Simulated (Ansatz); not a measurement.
# CHAlO+ (quartet): wave-function methods side by side, cc-pVDZ

Aim: climb from Hartree-Fock through coupled cluster for CHAlO+ (quartet) at one geometry and basis, and see what each rung misses.

The runs use Ansatz 0.2.0, Gaussian basis; cc-pVDZ, core rule «outside noble gas», up to 7 orbitals frozen.

To be run: UHF; CCSD(T) on ROHF; CCSD(T) on UHF; BCCD(T) on ROHF; CISD; CCSDT(Q) on ROHF; CCSDT(Q) on UHF.

23 further runs of the same task are left out: 8 that didn't finish, 15 set aside as unsound or not needed.

## Step 1: What is computed

The geometry is a PBE0/def2-TZVP stationary point (not a proven minimum) of the parent state, kept for this charge and spin.

4 atoms, charge 1, spin multiplicity 4.

Atoms are counted from 1 here; the program's logs count them from 0.

Bond lengths: C1–Al2 1.941 Å, Al2–O3 1.648 Å, O3–H4 0.948 Å. Angles: C1–Al2–O3 180.0°, Al2–O3–H4 180.0°.

## Step 2: UHF

Contents of in.yaml:

```yaml
crystal:
  periodic: [false, false, false]
  atoms:
    - {symbol: C, position_ang: [0.000000, 0.000000, -2.516875]}
    - {symbol: Al, position_ang: [0.000000, 0.000000, -0.575575]}
    - {symbol: O, position_ang: [0.000000, 0.000000, 1.072125]}
    - {symbol: H, position_ang: [0.000000, 0.000000, 2.020325]}
basis:
  gaussian: {orbitals: cc-pVDZ}
total_charge: 1
magnetization: {spin_polarized: true, initial_magnetization: 3}
hamiltonian: {xc: hf}
output: {orbitals: {seedname: orbitals}}
```

The run is started by

```bash
ansatz run in.yaml --threads 1 --pin off --events-out ev --progress --plain --max-ram 2393MiB
```

Further steps of the session: CCSD(T) on ROHF; CCSD(T) on UHF; BCCD(T) on ROHF; CISD; CCSDT(Q) on ROHF; CCSDT(Q) on UHF.

**Question.** What will the summary of the whole plan be? Wanted: UCCSDT(Q) below the RHF energy; RMP2 from UCCSDT(Q); UMP2 from UCCSDT(Q); RCCSD from UCCSDT(Q); RCCSD(T) from UCCSDT(Q); UCCSD(T) from UCCSDT(Q); RCCSDT(Q) from UCCSDT(Q); T1 diagnostic.

**Answer**, as computed:

```
                         quantity                      value
   UCCSDT(Q) below the RHF energy                 -8.5151 eV
              RMP2 from UCCSDT(Q)                 +830.8 meV
              UMP2 from UCCSDT(Q)                 +835.4 meV
             RCCSD from UCCSDT(Q)                 +247.3 meV
          RCCSD(T) from UCCSDT(Q)                  +51.9 meV
          UCCSD(T) from UCCSDT(Q)                  +51.0 meV
         RCCSDT(Q) from UCCSDT(Q)                   +3.8 meV
levels within 1 kcal/mol (43 meV)  RCCSDT, UCCSDT, RCCSDT(Q)
                    T1 diagnostic                      0.023
```

**Reading.** RCCSD(T) misses by +51.9 meV, 0.6 % of the correlation energy. These misses are within one basis, not against nature; the frozen cores of restricted and unrestricted runs differ, which can shift their rows.
